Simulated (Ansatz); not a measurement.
Which is lower?

Two relaxed structures of CH4ClSi (charge -1), singlet (PBE0-D4/def2-TZVPD; forces vanish, vibrations not checked).

A:

| atom | x (Å) | y (Å) | z (Å) |
| --- | --- | --- | --- |
| Si1 | -0.3763 | -0.0124 | -0.9437 |
| C2 | 0.5949 | -0.0765 | 0.5678 |
| Cl3 | 0.9123 | -1.7879 | 1.1208 |
| H4 | -1.7803 | -0.5258 | -0.7572 |
| H5 | -0.5085 | 1.4277 | -1.3719 |
| H6 | 1.5649 | 0.4238 | 0.5400 |
| H7 | 0.0154 | -0.7260 | -2.2434 |

B:

```
atom    x (Å)    y (Å)    z (Å)
 Si1   0.4025  -0.0347   0.4915
  C2  -0.6279   0.3693  -0.8524
 Cl3   1.3219  -2.0686   0.7956
  H4  -1.6609   0.0249  -0.8742
  H5  -0.1997   0.5414  -1.8389
  H6   1.6919   0.7236   0.5429
  H7  -0.2597   0.0339   1.8321
```

Program: Ansatz 0.2.0. Basis: def2-TZVPPD. Cores are frozen in the correlated methods. B3LYP uses VWN-RPA correlation.

Question: Which structure is lower at CCSD(T), and by how much? (An estimate is asked for; the value comes from the calculation.)

Answer: By the calculation: B, by 194.7 kJ/mol (electronic energy, against the other). By their contacts, A is CH₄ClSi ([SiH3][CH][Cl]), total charge -1 and B is CH₄ClSi ([CH2][SiH2][Cl]), total charge -1.

All methods give the same order:

```
   method  E(B) − E(A) (kJ/mol)
   PBE-D4                -189.1
r2SCAN-D4                -195.9
  PBE0-D4                -192.7
 B3LYP-D4                -192.6
  wB97M-V                -195.2
       HF                -195.6
      MP2                -202.6
     CCSD                -195.2
  CCSD(T)                -194.7
```

T1 diagnostic: at most 0.013.

Labels in which every atom is bracketed show which atoms are joined, not bond orders.

For scale, one of the runs: CCSD(T)/def2-TZVPPD, 204 basis functions, launched by `ansatz run in.yaml --threads 2 --pin off --events-out ev --progress --plain --max-ram 4352MiB`. Time: 60 s of wall clock on 2 CPU threads of an Arm Neoverse V1; the host was shared. Peak host memory: 2.4 GiB.
